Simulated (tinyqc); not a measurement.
RKS/PBE0 in the sto-6g basis, for HF, spin multiplicity 1, step by step. One step of it, computed by the program tinyqc.

Question. Iteration 2: DIIS coefficients. Solve [B -1; -1 0][c; lambda] = [0; -1] for the coefficients, which sum to one.

B (overlaps of the stored error matrices):
```
               1              2
1  9.3252733e+01  3.4289251e-01
2  3.4289251e-01  3.2438907e-01
```

Give: DIIS coefficients.

Answer.

DIIS coefficients: -0.0002  1.0002
